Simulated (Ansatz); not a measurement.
Write a Python script for Ansatz's Python interface that makes a rigid scan of one bond length of AlClH4Si, SMILES [SiH3][AlH][Cl]. Settings (for the species named): B3LYP, def2-SVP basis, multiplicity 1.

```json
{"atom": "Si", "x (Å)": "-0.8147", "y (Å)": "0.5307", "z (Å)": "-0.2887"}
{"atom": "Al", "x (Å)": "1.0204", "y (Å)": "-0.6058", "z (Å)": "0.4860"}
{"atom": "Cl", "x (Å)": "1.7974", "y (Å)": "-2.2982", "z (Å)": "-0.6922"}
{"atom": "H", "x (Å)": "-1.9266", "y (Å)": "-0.3376", "z (Å)": "-0.4245"}
{"atom": "H", "x (Å)": "-0.5596", "y (Å)": "1.1497", "z (Å)": "-1.6348"}
{"atom": "H", "x (Å)": "-1.1999", "y (Å)": "1.6654", "z (Å)": "0.6445"}
{"atom": "H", "x (Å)": "1.7442", "y (Å)": "-0.1722", "z (Å)": "1.8641"}
```

Script `alclh4si_scan.py`:
```python
"""Potential curve of AlClH4Si along one bond."""

import ansatz as az
import numpy as np

geometry = (
    az.Crystal.molecule()
    .atom("Si", (-0.8147, 0.5307, -0.2887))
    .atom("Al", (1.0204, -0.6058, 0.486))
    .atom("Cl", (1.7974, -2.2982, -0.6922))
    .atom("H", (-1.9266, -0.3376, -0.4245))
    .atom("H", (-0.5596, 1.1497, -1.6348))
    .atom("H", (-1.1999, 1.6654, 0.6445))
    .atom("H", (1.7442, -0.1722, 1.8641))
)

symbols = [site.symbol for site in geometry.cartesian_sites]
start = np.array([site.position_ang for site in geometry.cartesian_sites])
axis = (start[5] - start[0]) / np.linalg.norm(start[5] - start[0])
moving = [5]
lengths, energies = [1.337, 1.397, 1.458, 1.519, 1.58, 1.64, 1.701, 1.792], []
for length in lengths:
    xyz = start.copy()
    xyz[moving] += (length - np.linalg.norm(start[5] - start[0])) * axis
    point = az.Crystal.molecule()
    for symbol, place in zip(symbols, xyz):
        point = point.atom(symbol, place.tolist())
    calculation = point.calculation()
    calculation = calculation.basis(gaussian="def2-SVP")
    calculation = calculation.functional("B3LYP")
    r = calculation.run(threads=1).report
    energies.append(r["free_energy_ev"])
    print(f"r = {length:6.3f} A  E = {energies[-1]:.5f} eV  <S^2> = {abs(r['mean_field']['state']['spin_squared']):.3f}")

# quartic fit about the minimum
fit = np.polynomial.Polynomial.fit(lengths, np.array(energies) - min(energies), 4).convert()
roots = [r.real for r in fit.deriv().roots() if abs(r.imag) < 1e-9 and fit.deriv(2)(r.real) > 0]
r_e = min(roots, key=lambda r: abs(r - lengths[int(np.argmin(energies))]))
print(f"minimum of the fit at {r_e:.4f} A, force constant {fit.deriv(2)(r_e):.2f} eV/A^2")
```

```console
$ python alclh4si_scan.py
r =  1.337 A  E = -27056.35948 eV  <S^2> = 0.000
r =  1.397 A  E = -27056.54147 eV  <S^2> = 0.000
r =  1.458 A  E = -27056.62800 eV  <S^2> = 0.000
r =  1.519 A  E = -27056.63767 eV  <S^2> = 0.000
r =  1.580 A  E = -27056.58848 eV  <S^2> = 0.000
r =  1.640 A  E = -27056.49656 eV  <S^2> = 0.000
r =  1.701 A  E = -27056.36993 eV  <S^2> = 0.000
r =  1.792 A  E = -27056.13737 eV  <S^2> = 0.000
minimum of the fit at 1.4967 A, force constant 17.50 eV/A^2
```

Total energies depend on the basis set; only differences at equal settings carry meaning. The rest of the molecule is held rigid at a force-field or estimated start geometry, and the basis set is modest; single-reference methods fail as a bond breaks. b3lyp holds the VWN-RPA fit, as in Gaussian; the form of ORCA and Turbomole is b3lyp5. The orbitals are restricted, so S² is zero by construction. It ran for 17 s on 1 thread of Arm Neoverse V1 (shared host), peak memory 0.2 GiB.
